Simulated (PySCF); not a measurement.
Molecule (SMILES): C=C=O.
Geometry (B3LYP-D3(BJ)/def2-TZVP, fixed):
```xyz
5

C      0.0091     0.0017    -1.2056
C     -0.0008    -0.0001     0.1027
H      0.0282     0.9401    -1.7377
H     -0.0018    -0.9351    -1.7406
O     -0.0096    -0.0018     1.2620
```

Basis-set convergence of the mean static polarisability at HF with PySCF. All functions are spherical. Density fitting with generated auxiliary sets. No added dispersion term, no relativity. Reference: the value in d-aug-cc-pVTZ, 27.71 bohr³, itself unsure by roughly 0.3 % (its mean distance from aug-pcseg-2, aug-cc-pVTZ). Deviations are taken from unrounded values.

| basis | functions | mean static polarisability (bohr³) |
|---|---|---|
| cc-pVDZ | 52 | 20.77 |
| aug-cc-pVDZ | 87 | 27.29 |
| def2-SVP | 52 | 20.79 |
| def2-SVPD | 79 | 26.76 |
| pcseg-1 | 52 | 21.22 |
| aug-pcseg-1 | 87 | 27.68 |
| 6-311G** | 66 | 21.64 |
| 6-311+G** | 78 | 24.40 |
| def2-TZVP | 105 | 24.79 |
| def2-TZVPD | 132 | 27.48 |
| cc-pVTZ | 118 | 23.89 |
| aug-cc-pVTZ | 184 | 27.61 |
| pcseg-2 | 118 | 24.81 |
| aug-pcseg-2 | 184 | 27.62 |
| def2-TZVPP | 121 | 24.96 |
| def2-TZVPPD | 148 | 27.48 |
| def2-QZVPP | 231 | 26.17 |
| def2-QZVPPD | 258 | 27.60 |

What the diffuse functions change, pair by pair:
- cc-pVDZ to aug-cc-pVDZ: 35 more functions, deviation -25.0 to -1.5 %
- def2-SVP to def2-SVPD: 27 more functions, deviation -25.0 to -3.4 %
- pcseg-1 to aug-pcseg-1: 35 more functions, deviation -23.4 to -0.1 %
- 6-311G** to 6-311+G**: 12 more functions, deviation -21.9 to -11.9 %
- def2-TZVP to def2-TZVPD: 27 more functions, deviation -10.6 to -0.8 %
- cc-pVTZ to aug-cc-pVTZ: 66 more functions, deviation -13.8 to -0.4 %
- pcseg-2 to aug-pcseg-2: 66 more functions, deviation -10.5 to -0.3 %
- def2-TZVPP to def2-TZVPPD: 27 more functions, deviation -9.9 to -0.8 %
- def2-QZVPP to def2-QZVPPD: 27 more functions, deviation -5.5 to -0.4 %

They bring the value nearer the reference by more than 0.3 % in 9 of 9 pairs.
